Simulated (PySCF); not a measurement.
An unknown is described by computed data only.

Formula: CH3NO.

| Property | Result |
| --- | --- |
| Couplings | largest of the computed one-bond spin–spin couplings (means over like bonds): 13C–1H +191.0, 15N–1H -95.9, 15N–1H -93.3, 17O–13C +24.8, 15N–13C -16.8 Hz [B3LYP/pcJ-1] |
| NMR, other nuclei | isotropic shieldings of nuclei other than C and H, by class: 150 (1 N), -96 (1 O) ppm [GIAO PBE0/pcSseg-1] |
| 13C NMR | chemical shifts (computed TMS as zero) by class: 159.7 (1 C) ppm [GIAO PBE0/pcSseg-1] |
| Dipole | 3.97 D [PBE0/pcSseg-1] |
| 1H NMR | chemical shifts (computed TMS as zero) by class: 8.11 (1 H), 4.65 (1 H), 4.59 (1 H) ppm [GIAO PBE0/pcSseg-1] |
| Rotational structure | rotational constants A, B, C: 74.343, 11.559, 10.004 GHz [GFN2-xTB] |

The electronic properties come from PySCF, for the isolated species, density fitting. Levels stand in brackets. Geometry: GFN2-xTB, one conformer, isolated molecule. NMR values are class means; diastereotopic atoms form classes of their own.

**Question.** What is the compound? Reason from the data.

**Answer.** Numbering: `[NH2:1][CH:2]=[O:3]`. Its formula, CH3NO, gives 1 degree of unsaturation: 0 rings and 1 π bond in the structure found. The one carbon: amide carbonyl carbon [C2] (159.7 ppm). Hydrogen classes from least to most shielded: 1 H on an amide carbonyl carbon, C2 (8.11 ppm), 1 H on an amide nitrogen, N1 (4.65 ppm), 1 H on an amide nitrogen, N1 (4.59 ppm). The other shieldings belong to: 150 ppm, amide nitrogen [N1]; -96 ppm, amide oxygen [O3]. The couplings run between: +191.0 Hz, amide carbonyl carbon [C2] and its hydrogen; -95.9 Hz, amide nitrogen [N1] and its hydrogen; -93.3 Hz, amide nitrogen [N1] and its hydrogen; +24.8 Hz, amide oxygen [O3] and amide carbonyl carbon [C2]; -16.8 Hz, amide nitrogen [N1] and amide carbonyl carbon [C2]. The optimised geometry has point group Cs and is an asymmetric top. Structure: `NC=O` (formamide). Computed isomers that give other values at the same levels: `CN=O` (CH3NO) (rotational constant A: 65.949 GHz; this holds for the one conformer computed). The assignments are read from this structure; whether some other isomer fits the data as well wasn't checked.

Shape of the structure used: `[NH2:1][CH:2]=[O:3]`: H–N1–C2–O3 0°, H–N1–C2–O3 180°.
